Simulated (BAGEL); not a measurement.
**HF/STO-3G (density fitting with qzvpp-jkfit) run of SiNH2Cl (SMILES N[Si]Cl)**

What is the vertical ionisation energy of SiNH2Cl at HF/STO-3G (density fitting with qzvpp-jkfit)? 

The calculation is run with BAGEL 1.2.2.

21 further runs of the same task are left out: 21 set aside as unsound or not needed.

## Step 1: The molecule

SiNH2Cl has 5 atoms, charge 0, and is taken as a singlet. SMILES: `N[Si]Cl`. Geometry: relaxed at PBE0-D4/def2-TZVP. This is one conformer, not always the lowest.

Bond lengths: N1–Si2 1.701 Å, Si2–Cl3 2.104 Å, N1–H4 1.009 Å, N1–H5 1.010 Å. Angles: N1–Si2–Cl3 98.2°, Si2–N1–H4 121.0°, Si2–N1–H5 126.0°, H4–N1–H5 113.0°.

## Step 2: The energy at HF/STO-3G (density fitting with qzvpp-jkfit)

The input, input.json:

```json
{ "bagel": [

{
  "title": "molecule",
  "basis": "sto-3g",
  "df_basis": "qzvpp-jkfit",
  "angstrom": true,
  "geometry": [
    { "atom": "N", "xyz": [   -0.148200,    0.583400,   -0.233900 ] },
    { "atom": "Si", "xyz": [   -0.116200,   -0.341800,    1.192600 ] },
    { "atom": "Cl", "xyz": [    0.649000,   -2.124500,    0.377300 ] },
    { "atom": "H", "xyz": [   -0.473300,    1.538600,   -0.227400 ] },
    { "atom": "H", "xyz": [    0.138600,    0.270600,   -1.150000 ] }
  ]
},
{
  "title": "hf"
},
{
  "title": "print",
  "file": "orbitals.molden",
  "orbitals": true
}

]}
```

Run with:

```bash
$ BAGEL_NUM_THREADS=1 BAGEL input.json > input.out
```

The log of the run:

```text
* using 1 threads per process

  ===============================================================
  ===============================================================

  *** Geometry ***

  { "atom" : "N", "xyz" : [     -0.280057,      1.102466,     -0.442007 ] },
  { "atom" : "Si", "xyz" : [     -0.219586,     -0.645908,      2.253687 ] },
  { "atom" : "Cl", "xyz" : [      1.226432,     -4.014723,      0.712994 ] },
  { "atom" : "H", "xyz" : [     -0.894407,      2.907533,     -0.429724 ] },
  { "atom" : "H", "xyz" : [      0.261916,      0.511360,     -2.173185 ] },

  Number of auxiliary basis functions:      369

  Since a DF basis is specified, we compute 2- and 3-index integrals:
    o Being stored without compression. Storage requirement is 0.002 GB

  Number of basis functions:       25
  Number of electrons      :       40

    * METHOD: MOLECULE                             0.06

  *** RHF ***

  === Nuclear Repulsion ===
   131.3903187992

      * DIIS with orbital gradients will be used.

  === RHF iteration (sto-3g) ===
      0       -795.10358316          0.01105315           0.01
      1       -795.13814781          0.00393090           0.01
      2       -795.14141630          0.00081116           0.01
      3       -795.14170009          0.00022485           0.01
      4       -795.14173147          0.00006552           0.01
      5       -795.14173396          0.00001058           0.01
      6       -795.14173402          0.00000199           0.01
      7       -795.14173402          0.00000036           0.01
      8       -795.14173402          0.00000006           0.01
      9       -795.14173402          0.00000002           0.01
     10       -795.14173402          0.00000000           0.01
    * SCF iteration converged.

    * Permanent dipole moment:
           (    0.484280,    -1.390577,    -0.065165) a.u.

    * METHOD: HF                                   0.11

    * METHOD: PRINT                                0.00

  ===============================================================
```

Run time: 0.52 s. Hardware: 1 thread of Intel Xeon 6975P-C (Granite Rapids), shared host.

## Step 3: The doublet cation, same level

The input, input.json:

```json
{ "bagel": [

{
  "title": "molecule",
  "basis": "sto-3g",
  "df_basis": "qzvpp-jkfit",
  "angstrom": "true",
  "geometry": [
    { "atom": "N", "xyz": [      -0.148200,       0.583400,      -0.233900 ] },
    { "atom": "Si", "xyz": [      -0.116200,      -0.341800,       1.192600 ] },
    { "atom": "Cl", "xyz": [       0.649000,      -2.124500,       0.377300 ] },
    { "atom": "H", "xyz": [      -0.473300,       1.538600,      -0.227400 ] },
    { "atom": "H", "xyz": [       0.138600,       0.270600,      -1.150000 ] }
  ]
},

{
  "title": "uhf",
  "charge": 1,
  "nopen": 1
},

{
  "title": "print",
  "file": "orbitals.molden",
  "orbitals": "true"
}

]}
```

Run with:

```bash
$ BAGEL_NUM_THREADS=1 BAGEL input.json > input.out
```

The log of the run:

```text
* using 1 threads per process

  ===============================================================
  ===============================================================

  *** Geometry ***

  { "atom" : "N", "xyz" : [     -0.280057,      1.102466,     -0.442007 ] },
  { "atom" : "Si", "xyz" : [     -0.219586,     -0.645908,      2.253687 ] },
  { "atom" : "Cl", "xyz" : [      1.226432,     -4.014723,      0.712994 ] },
  { "atom" : "H", "xyz" : [     -0.894407,      2.907533,     -0.429724 ] },
  { "atom" : "H", "xyz" : [      0.261916,      0.511360,     -2.173185 ] },

  Number of auxiliary basis functions:      369

  Since a DF basis is specified, we compute 2- and 3-index integrals:
    o Being stored without compression. Storage requirement is 0.002 GB

  Number of basis functions:       25
  Number of electrons      :       40

    * METHOD: MOLECULE                             0.06

  *** Open-shell HF ***

  === Nuclear Repulsion ===
   131.3903187992

      * DIIS with orbital gradients will be used.

  === UHF iteration (sto-3g) ===
      0       -794.80236180          0.02909940           0.02
      1       -794.88220774          0.01121224           0.02
      2       -794.89037356          0.00512009           0.02
      3       -794.89226422          0.00131326           0.01
      4       -794.89299232          0.00064265           0.01
      5       -794.89327894          0.00033192           0.01
      6       -794.89347085          0.00010445           0.02
      7       -794.89351341          0.00006284           0.02
      8       -794.89353277          0.00004129           0.02
      9       -794.89354440          0.00003788           0.02
     10       -794.89355776          0.00002960           0.01
     11       -794.89356167          0.00001327           0.01
     12       -794.89356218          0.00001212           0.01
     13       -794.89356237          0.00000492           0.01
     14       -794.89356230          0.00000227           0.01
     15       -794.89356239          0.00000146           0.01
     16       -794.89356242          0.00000114           0.01
     17       -794.89356243          0.00000047           0.01
     18       -794.89356243          0.00000026           0.01
     19       -794.89356243          0.00000004           0.01
     20       -794.89356243          0.00000002           0.01
     21       -794.89356243          0.00000001           0.01
    * SCF iteration converged.

    * S^2 (UHF) is 0.7848

    * Permanent dipole moment:
           (    0.866207,    -2.024753,    -0.910985) a.u.

    * METHOD: UHF                                  0.37

    * METHOD: PRINT                                0.00

  ===============================================================
```

Wall time 0.74 s (1 thread of Intel Xeon 6975P-C (Granite Rapids), shared host).

## Step 4: Results

Level: HF/STO-3G (density fitting with qzvpp-jkfit).

| quantity | value |
| --- | --- |
| singlet SiNH2Cl: total energy | -795.14173 Eh |
| singlet SiNH2Cl: dipole moment | 3.75 D |
| singlet SiNH2Cl: HOMO energy | -7.36 eV |
| singlet SiNH2Cl: LUMO energy | 6.15 eV |
| singlet SiNH2Cl: HOMO–LUMO gap | 13.50 eV |
| doublet cation: total energy | -794.89356 Eh |
| doublet cation: ⟨S²⟩ | 0.785 |
| vertical ionisation energy (to the doublet cation) | 6.753 eV |

In words: The vertical ionisation energy comes to 6.75 eV (156 kcal/mol). The negative HOMO energy of the first species, 7.36 eV, lies 0.60 eV above that difference. In a minimal basis such a difference can be off by several eV, whatever the method.
